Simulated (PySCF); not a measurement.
How far are cheaper levels from CCSD(T)/CBS for SiCl⁻?

PySCF; the state is a triplet (π ↑↑). The composite is CCSD(T) extrapolated to the basis-set limit from two correlation-consistent sets, with core-valence (CV) and scalar-relativistic (SR) terms as its label shows; it has no spin–orbit coupling and nothing beyond (T). Here it is CCSD(T)/CBS(DT)+SR. It gives Re = 2.246 Å, ωe = 367 cm⁻¹ and De = 2.04 eV to Si + Cl⁻.

```
      level        basis     relativity  Re (Å)  ωe (cm⁻¹)  De (eV)
    UHF-MP2    def2-SVPD  no relativity   2.338        316     1.56
UHF-SCS-MP2    def2-SVPD  no relativity   2.352        306     1.47
UHF-SCS-MP2  def2-TZVPPD  no relativity   2.267        349     1.80
UHF-CCSD(T)  aug-pcseg-1  no relativity   2.316        321     1.69
     revPBE  def2-TZVPPD  no relativity   2.277        343     2.00
       BP86    def2-SVPD  no relativity   2.322        327     1.88
     r²SCAN  aug-pcseg-1  no relativity   2.267        354     2.15
      TPSSh  def2-TZVPPD  no relativity   2.256        357     2.11
       PBE0    def2-SVPD  no relativity   2.296        345     1.91
       MN15  aug-pcseg-1  no relativity   2.251        351     2.03
```

**Question.** Give the difference of each row from the composite.

**Answer.** 

```json
{"level": "UHF-MP2", "basis": "def2-SVPD", "ΔRe (pm)": "+9.2", "Δωe (%)": "-13.9", "ΔDe (eV)": "-0.48"}
{"level": "UHF-SCS-MP2", "basis": "def2-SVPD", "ΔRe (pm)": "+10.6", "Δωe (%)": "-16.6", "ΔDe (eV)": "-0.57"}
{"level": "UHF-SCS-MP2", "basis": "def2-TZVPPD", "ΔRe (pm)": "+2.1", "Δωe (%)": "-4.9", "ΔDe (eV)": "-0.24"}
{"level": "UHF-CCSD(T)", "basis": "aug-pcseg-1", "ΔRe (pm)": "+7.0", "Δωe (%)": "-12.5", "ΔDe (eV)": "-0.35"}
{"level": "revPBE", "basis": "def2-TZVPPD", "ΔRe (pm)": "+3.1", "Δωe (%)": "-6.5", "ΔDe (eV)": "-0.04"}
{"level": "BP86", "basis": "def2-SVPD", "ΔRe (pm)": "+7.6", "Δωe (%)": "-10.9", "ΔDe (eV)": "-0.16"}
{"level": "r²SCAN", "basis": "aug-pcseg-1", "ΔRe (pm)": "+2.1", "Δωe (%)": "-3.5", "ΔDe (eV)": "+0.11"}
{"level": "TPSSh", "basis": "def2-TZVPPD", "ΔRe (pm)": "+1.0", "Δωe (%)": "-2.7", "ΔDe (eV)": "+0.07"}
{"level": "PBE0", "basis": "def2-SVPD", "ΔRe (pm)": "+5.0", "Δωe (%)": "-6.0", "ΔDe (eV)": "-0.13"}
{"level": "MN15", "basis": "aug-pcseg-1", "ΔRe (pm)": "+0.5", "Δωe (%)": "-4.4", "ΔDe (eV)": "-0.01"}
```

**Question.** Which rows come closest in De?

**Answer.** MN15 in aug-pcseg-1 (-0.01 eV), counted from the composite.

Correlated steps freeze 10 core orbitals. Correlated levels converge slowly with the basis: in double zeta they bind strong bonds too weakly, by up to about 1 eV, and carry superposition errors of some tenths. For an ion De counts to the pair picked by the measured ionisation energies or electron affinities, which need not be the lowest pair at this level. The highest Kohn–Sham level is positive in some of these anions. Much of that is self-interaction error, but it also means that the finite basis helps to hold the extra electron. The state was picked by a PBE0 search and need not be the measured ground state.
